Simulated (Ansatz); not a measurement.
# Strength of the C–S bond: CHF3S → CF3 + HS

Species: CHF3S `FC(F)(F)S`, singlet; CF3 (trifluoromethyl radical) `F[C](F)F`, doublet; HS, doublet. 

Shapes, held fixed at every level: PBE0-D4/def2-TZVP. Programs: Ansatz 0.2.0. The zero-point and thermal change to 298 K, harmonic and unscaled (PBE0-D4/def2-TZVP), is -8.9 kJ/mol.

Estimate ΔH(298 K) of this reaction.

The highest level, CCSD(T)/CBS estimate, gives ΔH(298 K) = +328.7 kJ/mol; the levels span +289.4 to +328.7. The column of differences is taken from that level and isn't an error. No measured value is set beside it here. Open shells run unrestricted unless RO is named. The CBS estimate extrapolates MP2 from def2-TZVPP and def2-QZVPP and adds CCSD(T) − MP2 in the triple-zeta set, cores frozen.

| level | kind | ΔH(298 K) (kJ/mol) | less CCSD(T)/CBS estimate |
| --- | --- | --- | --- |
| PBE-D4/def2-TZVPP | GGA | +323.6 | -5.1 |
| r2SCAN-D4/def2-TZVPP | meta-GGA | +307.4 | -21.3 |
| r2SCAN0-D4/def2-TZVPP | global hybrid | +298.9 | -29.8 |
| wB97X-V/def2-TZVPP | range-separated hybrid | +325.6 | -3.1 |
| MP2/def2-SVP | perturbation theory | +309.0 | -19.7 |
| CCSD(T)/def2-SVP | coupled cluster or CI | +298.7 | -30.0 |
| CCSD/def2-SVP | coupled cluster or CI | +289.4 | -39.3 |
| CCSD(T)/CBS estimate | coupled cluster or CI | +328.7 | 0.0 |
